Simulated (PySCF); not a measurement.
Compound: C5H8N (doublet state).
SMILES with atom numbers: `[CH3:1][C:2]1=[N:3][CH2:4][CH2:5][CH:6]1` (hydrogens: H7, H8, H9 on C1; H10, H11 on C4; H12, H13 on C5; H14 on C6)

The calculation used UKS B3LYP, pcH-1 on C H N, non-relativistic, mean-field spin-orbit, GIAO in PySCF. Isolated species at its GFN2-xTB geometry, gas phase. The geometry wasn't refined by DFT: couplings that depend on bond lengths, twists or pyramidal angles can differ widely from those at the functional's own minimum. The SCF solution wasn't tested for stability. ⟨S²⟩ is 0.775 where a pure state has 0.75.

**Question.** What is the g tensor, term by term?

**Answer.** 
```json
{"Δg (ppm)": "relativistic mass correction", "1": "-177", "2": "-177", "3": "-177"}
{"Δg (ppm)": "gauge correction", "1": "-9", "2": "32", "3": "29"}
{"Δg (ppm)": "orbital Zeeman/spin–orbit", "1": "8", "2": "1361", "3": "2508"}
{"Δg (ppm)": "total", "1": "-177", "2": "1216", "3": "2360"}
```

So g = 2.00214, 2.00354, 2.00468 and g_iso = 2.00345; the tensor is rhombic: the two nearest values differ by 45 % of g3 − g1. Axes: g2 points within 13° of the C2–C6 bond and g3 points within 6° of the C5–C6 bond.

**Question.** Average each term over the three axes. Which is largest in size?

**Answer.** The orbital-Zeeman/spin–orbit term 1293, the mass correction -177 and the gauge correction 17 ppm, for a total of 1133 ppm. The orbital-Zeeman/spin–orbit term is the largest in size. The mass correction is the same along every axis, so the anisotropy comes from the other two: their spans along these axes are 41 (gauge) and 2500 ppm (orbital Zeeman/spin–orbit).

**Question.** What effective moment and Curie constant follow for a powder?

**Answer.** With the mean of g² = 4.0138 and S(S+1) = 0.75: μ_eff = √(⟨g²⟩S(S+1)) = 1.735 μB and χT = 0.12505·⟨g²⟩·S(S+1) = 0.376 cm³ K/mol (cgs; spin-Hamiltonian part alone).

**Question.** In a frozen sample, at which fields do the three g values resonate at 9.5, 34, 94 and 263 GHz (hyperfine left aside), and which band first spreads them over more than twice a line width of 1.0 mT?

**Answer.** 
```tsv
band	GHz	B(g3) mT	B(g2) mT	B(g1) mT	spread mT
X	9.5	338.58	338.78	339.01	0.43
Q	34.0	1211.78	1212.47	1213.31	1.54
W	94.0	3350.21	3352.12	3354.45	4.25
J	263.0	9373.45	9378.80	9385.33	11.88
```

The spread grows in proportion to the frequency. W band is the first where it exceeds 2.0 mT.

The largest Mulliken spin populations are on C6 (+0.72), N3 (+0.50), C2 (-0.22) and C5 (-0.06). The angles at C6 add up to 360.0°, so it is planar; its axial dipolar tensor and the negative coupling of its proton fit spin in a p orbital normal to that plane.

The HOMO–LUMO gaps are 6.28 eV among the α and 4.59 eV among the β orbitals.
